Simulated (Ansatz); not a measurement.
# Energy of Rh (space group No. 223) less that of fcc Rh, by level of theory

No measured value is used here.

### Question
Put these levels in order of the energy of Rh (space group No. 223) less that of fcc Rh that they give for Rh, smallest first: PBE (Ansatz, a quantum-chemistry and plane-wave program), PBE-D3(BJ) (Ansatz), PBEsol (Ansatz).

### Answer
PBE (297 meV/atom), PBE-D3(BJ) (319 meV/atom), PBEsol (327 meV/atom)

Each level is taken at its own relaxed cell. Ansatz's density-functional and Hartree–Fock values are scalar-relativistic unless marked +SOC, with PAW data made under PBE.
